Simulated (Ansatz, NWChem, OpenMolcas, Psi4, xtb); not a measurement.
**SiH2Cl2 (dichlorosilane (DCS)): methods side by side**

SiH2Cl2: 5 atoms, total charge 0, spin state singlet. SMILES: `Cl[SiH2]Cl`. Geometry: relaxed at PBE0-D4/def2-TZVP.

Quantity: the HOMO–LUMO gap, in eV. The values are calculated.

```
                                             level                    kind     program  value (eV)   CPU time
                                          GFN0-xTB          semi-empirical         xtb        5.93  under 2 s
                                          GFN1-xTB          semi-empirical         xtb        7.37  under 2 s
                                      HF/6-311+G**            Hartree–Fock      Ansatz       14.00      2.4 s
                                   SVWN5/6-311+G**                     LDA      Ansatz        6.49      3.9 s
                                  revPBE/6-311+G**                     GGA  OpenMolcas        6.67       29 s
                                   M06-L/6-311+G**                meta-GGA      NWChem        7.45       18 s
                                  M06-2X/6-311+G**         hybrid meta-GGA  OpenMolcas       10.62       32 s
                               CAM-B3LYP/6-311+G**  range-separated hybrid      Ansatz       11.05      7.7 s
B2PLYP/6-311+G** (density fitting for correlation)           double hybrid        Psi4       11.00       13 s
```

The values span 5.93 to 14.00 eV. Orbital gaps aren't excitation energies, and those of double hybrids come from the SCF part alone; they tend to grow with the share of exact exchange. CPU times are rough (shared hosts, several kinds of processor): they show what a rung costs within a factor of a few.
